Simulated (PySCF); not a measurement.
**N₂: energy against distance**

Set-up: basis N cc-pVDZ; no relativity; PySCF 2.14. Energies in eV from N + N in their ground configurations at the same level. All curves are PBE0. state 1: ¹Σg⁺ (singlet), closed shell; state 2: triplet, unpaired electrons π ↑↑, a mixture of terms (⟨Lz²⟩ = 2.0), a second solution, started from another occupation.

| R (Å) | state 1 | state 2 |
| --- | --- | --- |
| 0.949 | -6.760 | 4.918 |
| 0.993 | -8.257 | 2.193 |
| 1.037 | -9.103 | 0.221 |
| 1.070 | -9.409 | -0.869 |
| 1.103 | -9.495 | -1.691 |
| 1.136 | -9.407 | -2.291 |
| 1.180 | -9.083 | -2.817 |
| 1.235 | -8.438 | -3.136 |
| 1.302 | -7.446 | -3.169 |
| 1.390 | -5.939 | -2.835 |

Problem. Put a parabola through the three lowest points of the state 1 curve and estimate Re, k and ωe (reduced mass 7.002 u; 1 eV/Å² = 0.16022 mdyn/Å; ωe = 1302.8·√(k/μ) cm⁻¹).

Solution. Through R = 1.07, 1.103, 1.136 Å the second-order coefficient is 79.9 eV/Å², so Re ≈ 1.103 Å, k ≈ 25.6 mdyn/Å and ωe ≈ 2491 cm⁻¹. A polynomial fit of higher order to the unrounded PBE0 energies gives Re = 1.102 Å, k = 25.7 mdyn/Å, ωe = 2494 cm⁻¹; anharmonicity and rounding make the difference.

The higher-order fit for each curve: state 1: Re = 1.102 Å, ωe = 2494 cm⁻¹, De = 9.50 eV; state 2: Re = 1.274 Å, ωe = 1632 cm⁻¹, minimum 3.19 eV below the ground-state fragments.
